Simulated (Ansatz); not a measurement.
`C#CC(C)OC`, relaxed with RKS PBE-D4/def2-SVP in Ansatz from a rough embedded geometry. The force threshold is 0.03 eV/Å; the program also tests the step.

The species carries charge 0 and has multiplicity 1.

Start:

```xyz
14

C    -1.320   -1.306   -1.636
C    -0.601   -0.622   -1.049
C     0.331    0.199   -0.300
C     0.458    1.648   -0.810
O    -0.103    0.359    1.074
C     0.121   -0.787    1.879
H    -2.046   -1.873   -2.218
H     1.346   -0.210   -0.245
H     0.751    1.563   -1.872
H    -0.552    2.099   -0.830
H     1.106    2.207   -0.275
H    -0.231   -0.590    2.919
H    -0.437   -1.665    1.446
H     1.177   -1.021    1.917
```

```csv
step,energy (eV),largest force (eV/Å),largest move (Å)
1,-7344.8556,8.385,0.000
2,-7345.4404,1.244,0.064
3,-7345.4756,0.478,0.044
4,-7345.4815,0.126,0.069
5,-7345.4848,0.073,0.027
6,-7345.4854,0.062,0.014
7,-7345.4858,0.049,0.019
8,-7345.4859,0.029,0.024
```

End:

```xyz
14

C    -1.315   -1.352   -1.619
C    -0.550   -0.625   -1.002
C     0.369    0.256   -0.253
C     0.420    1.663   -0.850
O    -0.005    0.393    1.113
C     0.082   -0.804    1.854
H    -1.995   -1.986   -2.171
H     1.391   -0.204   -0.312
H     0.742    1.628   -1.908
H    -0.583    2.129   -0.797
H     1.131    2.282   -0.271
H    -0.202   -0.566    2.897
H    -0.605   -1.592    1.466
H     1.119   -1.222    1.853
```

It took 12 s on 4 threads of an Arm Neoverse V1 on a shared host, with 0.17 GiB of host memory at the peak.
